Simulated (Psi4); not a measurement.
# SiH2O (oxosilane): CIS/6-31++G(d,p) (density fitting, spherical functions, tdscf states 3, tdscf tda yes)

Wanted: the excited states of SiH2O (oxosilane). Input form: a Python script.

Program for the calculation: Psi4 1.11.

7 further runs of the same task are left out: 1 that didn't finish, 6 set aside as unsound or not needed.

## (1) The system as given

SiH2O: 4 atoms, total charge 0, spin state singlet. SMILES: `O=[SiH2]`. The shape is that of a PBE0-D4/def2-TZVP optimisation.

Bond lengths: O1–Si2 1.516 Å, Si2–H3 1.485 Å, Si2–H4 1.486 Å. Angles: O1–Si2–H3 124.0°, O1–Si2–H4 124.0°, H3–Si2–H4 111.9°.

## (2) The vertical excitations at CIS/6-31++G(d,p) (density fitting, spherical functions, tdscf states 3, tdscf tda yes)

h2osi.py reads:

```python
import psi4

psi4.set_memory('1600 MB')
psi4.set_num_threads(1)
psi4.set_output_file('output.dat', False)

m = psi4.geometry("""
0 1
O
Si 1 1.515752
H 2 1.485479 1 124.04596
H 2 1.485583 3 111.91136 1 -179.99635
units angstrom
symmetry c1
""")

psi4.set_options({
    'basis': '6-31++G**',
    'reference': 'rhf',
    'tdscf_states': 3,
    'tdscf_tda': True,
    'e_convergence': 1e-07,
    'screening': 'csam',
    'puream': True,
})

E, wfn = psi4.energy("td-hf", molecule=m, return_wfn=True)
print('E =', round(E, 9))
```

Command:

```sh
$ python h2osi.py
```

**Question.** What will come out? Wanted: ground-state or mean-field energy; dipole moment; HOMO energy; LUMO energy; HOMO–LUMO gap; lowest excitation energy.

**Answer.** As computed:

Level: CIS/6-31++G** (density fitting, spherical functions, tdscf states 3, tdscf tda yes).

| quantity | value |
| --- | --- |
| ground-state or mean-field energy | -364.92105 Eh |
| dipole moment (Hartree–Fock density) | 4.55 D |
| HOMO energy (Hartree–Fock orbitals) | -12.08 eV |
| LUMO energy (Hartree–Fock orbitals) | 0.57 eV |
| HOMO–LUMO gap (Hartree–Fock orbitals) | 12.65 eV |
| lowest excitation energy | 5.18 eV |

What this shows: The brightest of the 3 transitions from the ground state lies at 6.96 eV (178 nm, f = 0.085); the lowest, at 5.18 eV, has f = 0.000.
